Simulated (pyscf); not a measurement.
Structures and frequencies: ωB97X-D3(BJ)/def2-SVP in PySCF.

SMILES: [NH2][Ge]([GeH3])([GeH3])[GeH3]
```xyz
16

N     -0.5970    -1.0801    -1.1856
Ge     0.1088     0.3747    -0.2756
Ge     1.3937    -0.5249     1.5421
Ge    -1.5623     1.8934     0.5780
Ge     1.5256     1.5236    -1.8366
H     -1.1255    -0.8282    -2.0187
H     -1.1862    -1.6795    -0.6108
H      2.6065    -1.3109     1.0202
H      1.8932     0.6133     2.4484
H      0.5224    -1.4701     2.3886
H     -2.4096     2.4726    -0.5704
H     -0.9067     3.0645     1.3314
H     -2.5137     1.1679     1.5479
H      2.7328     0.6554    -2.2239
H      0.7368     1.8666    -3.1130
H      2.0370     2.8356    -1.2173
```

Question: What is the homolytic dissociation enthalpy (298 K, ωB97M-D3(BJ)/def2-TZVP) of the Ge–H bond of H₂N–Ge(GeH₃)(GeH₃)–GeH₃, to H₂N–Ge(GeH₂•)(GeH₃)–GeH₃ + H•?

Answer: Ge–H to H₂N–Ge(GeH₂•)(GeH₃)–GeH₃ + H•: 80.9 kcal/mol. The 7 functionals that were run give +76.6 (PBE) to +81.9 kcal/mol (ωB97X-D3(BJ)). Other isomers of H₂N–Ge(GeH₂•)(GeH₃)–GeH₃ were not searched in full and may lie lower. Elements up to Kr have no core potential and no relativistic terms here.
